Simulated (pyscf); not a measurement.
water (H₂O) + F–B(F)–Cl → HO–B(F)–F + hydrogen chloride (HCl) (four-centre exchange; singlet surface; H–O, B–Cl broken, B–O, Cl–H formed). Single points on ωB97X-D3(BJ)/def2-SVP structures (PySCF, gas phase). Correlated levels are frozen-core, on RHF or UHF. ΔMP2 is the change of the MP2 total energy from the triple- to the quadruple-zeta basis. Energies in kcal/mol from the separated reactants.

| level | barrier | reaction energy |
|---|---|---|
| ωB97X-D3(BJ)/def2-TZVP | 8.1 | -12.7 |
| B3LYP-D3(BJ)/def2-TZVP | 7.3 | -14.1 |
| ωB97M-D3(BJ)/def2-TZVP | 7.3 | -13.8 |
| MP2/def2-QZVPP | 9.0 | -12.0 |
| CCSD/def2-TZVPP | 12.1 | -14.0 |
| CCSD(T)/def2-TZVPP | 9.9 | -13.4 |
| CCSD(T)/def2-TZVPP + ΔMP2(QZVPP) | 10.2 | -12.9 |

On the reactant side the descent ends in an adduct with a B–O contact, 10.0 kcal/mol under the separated species and 18.1 kcal/mol under the saddle at ωB97X-D3(BJ)/def2-TZVP. What is counted as formed (B–O) is already present as a longer contact in the reactant adduct; forming that adduct is a step of its own. This is the saddle that the search found; another between the same sides may lie lower. The CCSD(T) − MP2 part came from Ansatz, without density fitting, on the same reference.
